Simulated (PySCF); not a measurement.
Members of the series X–O+ and X–S+; each row names its spin state. Isolated molecules, 0 K electronic values unless said otherwise. Strings in code marks are SMILES.

A: S, X = amino, multiplicity 3 (`N[S+]` (excited triplet))
B: S, X = mercapto, multiplicity 3 (`[S+]S` (triplet; the order of the spin states depends on the level))
C: S, X = hydroxy, multiplicity 3 (`O[S+]` (lower triplet))
D: O, X = cyano, multiplicity 3 (`N#C[O+]` (lower triplet))
E: S, X = cyano, multiplicity 3 (`N#C[S+]` (lower triplet))
F: S, X = ethynyl, multiplicity 3 (`C#C[S+]` (lower triplet))

**Question.** Rank these by highest occupied spin orbital (lowest first), as PBE-D3(BJ)/def2-TZVP // B3LYP-D3(BJ)/def2-TZVP (PySCF 2.14.0) gives it.

**Answer.** D (-18.32 eV), E (-15.78 eV), C (-14.41 eV), F (-13.90 eV), B (-13.20 eV), A (-12.91 eV)
